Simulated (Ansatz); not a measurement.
**CH5BO (SMILES CBO): BLYP/6-311+G(d,p)**

Aim: the vertical ionisation energy of CH5BO at BLYP/6-311+G**, from 2 runs. 

The results are computed with Ansatz 0.2.0.

57 further runs of the same task are left out: 57 set aside as unsound or not needed.

### 1 The structure to begin with

CH5BO: 8 atoms, total charge 0, spin state singlet. SMILES: `CBO`. The shape is that of a PBE0-D4/def2-TZVP optimisation. This is one conformer, not always the lowest.

Bond lengths: C1–B2 1.559 Å, B2–O3 1.357 Å, C1–H4 1.092 Å, C1–H5 1.096 Å, C1–H6 1.096 Å, B2–H7 1.207 Å, O3–H8 0.960 Å. Angles: C1–B2–O3 119.4°, C1–B2–H7 121.8°, O3–B2–H7 118.7°, B2–C1–H4 113.4°, B2–C1–H5 110.2°, B2–C1–H6 110.2°, B2–O3–H8 113.1°, H4–C1–H5 108.7°, H4–C1–H6 108.7°, H5–C1–H6 105.3°.

### 2 The energy at BLYP/6-311+G(d,p)

File input.yaml:

```yaml
basis:
  gaussian:
    orbitals: 6-311+G_st__st_.json
crystal:
  periodic: [false, false, false]
  atoms:
    - {symbol: C, position_ang: [-0.618600, 0.710300, -0.324600]}
    - {symbol: B, position_ang: [0.508800, -0.240100, 0.180200]}
    - {symbol: O, position_ang: [0.240700, -1.558300, 0.355600]}
    - {symbol: H, position_ang: [-1.568300, 0.201200, -0.499400]}
    - {symbol: H, position_ang: [-0.308500, 1.205100, -1.251900]}
    - {symbol: H, position_ang: [-0.780500, 1.520100, 0.395700]}
    - {symbol: H, position_ang: [1.620500, 0.163100, 0.420800]}
    - {symbol: H, position_ang: [0.998200, -2.058400, 0.667700]}
hamiltonian:
  xc: {name: BLYP}
accuracy: high
output: {orbitals: {seedname: orbitals}}
```

The basis set 6-311+G** is read from a file made from the Basis Set Exchange's data (not shown).

Launch:

```bash
$ ansatz run input.yaml --threads 1 --pin off --max-ram 3480MiB --events-out events.jsonl --progress --plain --runs-dir runs
```

The program printed:

```text
Warning: RAYON_NUM_THREADS=1 ignored (pool sized by the plan → 1); use --threads N
Functional definition: BLYP
  name "BLYP"
  parameter beta = 0.0042
  parameter a = 0.04918
  parameter b = 0.132
  parameter c = 0.2533
  parameter d = 0.349
  exchange = b88_x(beta = beta)
  correlation = lyp_c(a = a, b = b, c = c, d = d)
1917 factors; integrals over basis functions are off by at most 3.6e-9 eV
mean field evaluation 1: about -3828.8935 eV, gradient 8.4e1 eV
mean field evaluation 2: about -3790.3951 eV, gradient 1.5e2 eV
mean field evaluation 4: about -3842.6136 eV, gradient 1.4e1 eV
mean field evaluation 8: about -3843.0444 eV, gradient 5.1e-1 eV
mean field evaluation 16: about -3843.0450 eV, gradient 1.1e-5 eV
mean field -3843.04500331 eV, -141.2292989624 hartree, gradient 9.8e-9 eV, S^2 0.000000; 0 other end points of the search recorded, 0 dependent functions left out
reference -3843.04506219 eV, -141.2293011261 hartree; 12, 12 occupied and 84, 84 virtual orbitals, 1917 factors
Total energy: -3843.04506219 eV, -141.2293011261 hartree
```

Run time: 6 s. Hardware: 1 thread of Arm Neoverse V1, shared host; peak memory 0.23 GiB.

### 3 The doublet cation

File molecule.yaml:

```yaml
crystal:
  periodic: [false, false, false]
  atoms:
    - {symbol: C, position_ang: [-0.618600, 0.710300, -0.324600]}
    - {symbol: B, position_ang: [0.508800, -0.240100, 0.180200]}
    - {symbol: O, position_ang: [0.240700, -1.558300, 0.355600]}
    - {symbol: H, position_ang: [-1.568300, 0.201200, -0.499400]}
    - {symbol: H, position_ang: [-0.308500, 1.205100, -1.251900]}
    - {symbol: H, position_ang: [-0.780500, 1.520100, 0.395700]}
    - {symbol: H, position_ang: [1.620500, 0.163100, 0.420800]}
    - {symbol: H, position_ang: [0.998200, -2.058400, 0.667700]}
basis:
  gaussian:
    orbitals: 6-311+G_st__st_.json
total_charge: 1
magnetization:
  spin_polarized: true
  initial_magnetization: 1
hamiltonian:
  xc: {name: BLYP}
accuracy: high
output: {orbitals: {seedname: orbitals}}
```

The basis set 6-311+G** is read from a file made from the Basis Set Exchange's data (not shown).

Launch:

```bash
$ ansatz run molecule.yaml --threads 1 --pin off --max-ram 3480MiB --events-out events.jsonl --progress --plain --runs-dir runs
```

The program printed, shortened:

```text
Warning: RAYON_NUM_THREADS=1 ignored (pool sized by the plan → 1); use --threads N
[... 9 set-up lines as earlier in the session ...]
1917 factors; integrals over basis functions are off by at most 3.6e-9 eV
mean field evaluation 1: about -3805.9105 eV, gradient 8.4e1 eV
mean field evaluation 2: about -3701.1150 eV, gradient 1.5e2 eV
mean field evaluation 4: about -3829.2224 eV, gradient 2.5e1 eV
mean field evaluation 8: about -3832.3387 eV, gradient 9.9e-2 eV
mean field evaluation 16: about -3832.3330 eV, gradient 7.7e-5 eV
mean field evaluation 32: about -3831.6698 eV, gradient 3.0e0 eV
mean field -3832.33296396 eV, -140.8356387770 hartree, gradient 4.8e-8 eV, S^2 0.752563; 2 other end points of the search recorded, 0 dependent functions left out
reference -3832.33302383 eV, -140.8356409772 hartree; 12, 11 occupied and 84, 85 virtual orbitals, 1917 factors
Total energy: -3832.33302383 eV, -140.8356409772 hartree
```

Wall time 9.9 s (1 thread of Arm Neoverse V1, shared host); peak memory 0.28 GiB.

### 4 Results

At BLYP/6-311+G**:

| quantity | value |
| --- | --- |
| singlet CH5BO: total energy | -141.22930 Eh |
| singlet CH5BO: HOMO energy | -7.09 eV |
| singlet CH5BO: LUMO energy | -0.79 eV |
| singlet CH5BO: HOMO–LUMO gap | 6.30 eV |
| doublet cation: total energy | -140.83564 Eh |
| doublet cation: HOMO energy (highest over α and β) | -15.50 eV |
| doublet cation: LUMO energy (lowest over α and β) | -14.36 eV |
| doublet cation: ⟨S²⟩ | 0.753 |
| vertical ionisation energy (to the doublet cation) | 10.712 eV |

**Reading.** The vertical ionisation energy comes to 10.71 eV (247 kcal/mol). The negative HOMO energy of the first species, 7.09 eV, lies 3.62 eV below that difference.
